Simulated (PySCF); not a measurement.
**Curvature of the energy in the electron number along group 14, charge -1**

Calculated with PySCF 2.14, in aug-cc-pV(D+d)Z, non-relativistic, aug-cc-pVDZ-PP with ECP10MDF, ECP, aug-cc-pVDZ-PP with ECP28MDF, ECP, aug-cc-pVDZ-PP with ECP60MDF, ECP: one orbital is emptied in steps, and each cell gives the departure of E from the straight line at half an electron, in eV (from a cubic fit). The exact functional gives zero.

```
species   orbital    LDA    PBE  r2SCAN   PBE0  BHandHLYP  LC-wPBE
    Si⁻  3p alpha  -0.72  -0.70   -0.64  -0.48      -0.27     0.08
    Ge⁻  4p alpha  -0.70  -0.68   -0.64  -0.47      -0.27     0.08
    Sn⁻  5p alpha  -0.65  -0.63   -0.59  -0.44      -0.26     0.08
    Pb⁻  6p alpha  -0.64  -0.61   -0.57  -0.43      -0.26     0.08
```

Task: How does the mean departure depend on the functional?

Result: LDA -0.68 eV; PBE -0.66 eV; r2SCAN -0.61 eV; PBE0 -0.46 eV; BHandHLYP -0.27 eV; LC-wPBE 0.08 eV. Semilocal functionals are convex (delocalisation error), and exact exchange removes curvature roughly in proportion to its share, so among the functionals the range-separated hybrids usually come closest to zero.

At the full anion the orbital energy is positive in some cells, where the basis helps to hold the electron.

No spin-orbit coupling is included.
